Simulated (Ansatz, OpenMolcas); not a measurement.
# BNH3Cl (SMILES NBCl): the electronic atomisation energy, rung by rung

The species is BNH3Cl (6 atoms), meant as a singlet with charge 0. SMILES: `NBCl`. The coordinates come from a PBE0-D4/def2-TZVP relaxation.

Each level gives the electronic atomisation energy (eV). The values are calculated. Electronic energies at fixed atoms, without zero-point motion or spin-orbit coupling.

```json
{"level": "SVWN5/aug-cc-pVDZ", "kind": "LDA", "program": "Ansatz", "value (eV)": "25.25", "CPU time (all runs)": "6.2 s"}
{"level": "BLYP/aug-cc-pVDZ", "kind": "GGA", "program": "Ansatz", "value (eV)": "21.96", "CPU time (all runs)": "11 s"}
{"level": "M06-L/aug-cc-pVDZ", "kind": "meta-GGA", "program": "OpenMolcas", "value (eV)": "22.19", "CPU time (all runs)": "61 s"}
{"level": "PBE0/aug-cc-pVDZ", "kind": "global hybrid", "program": "OpenMolcas", "value (eV)": "22.15", "CPU time (all runs)": "41 s"}
{"level": "CAM-B3LYP/aug-cc-pVDZ", "kind": "range-separated hybrid", "program": "Ansatz", "value (eV)": "22.18", "CPU time (all runs)": "11 s"}
{"level": "B2PLYP/aug-cc-pVDZ", "kind": "double hybrid", "program": "Ansatz", "value (eV)": "21.73", "CPU time (all runs)": "13 s"}
{"level": "RPA@PBE/aug-cc-pVDZ", "kind": "RPA", "program": "Ansatz", "value (eV)": "19.74", "CPU time (all runs)": "16 s"}
{"level": "RPA@PBE0/aug-cc-pVDZ", "kind": "RPA", "program": "Ansatz", "value (eV)": "20.08", "CPU time (all runs)": "14 s"}
{"level": "MP2/aug-cc-pVDZ", "kind": "perturbation theory", "program": "Ansatz", "value (eV)": "21.17", "CPU time (all runs)": "7.2 s"}
{"level": "CCSD/aug-cc-pVDZ", "kind": "coupled cluster or CI", "program": "Ansatz", "value (eV)": "20.44", "CPU time (all runs)": "17 s"}
```

Correlated wave functions underbind in double-zeta sets. The values span 19.74 to 25.25 eV. Times are those of the runs behind each value, whatever else they computed, on shared processors of several kinds: orders of magnitude only.
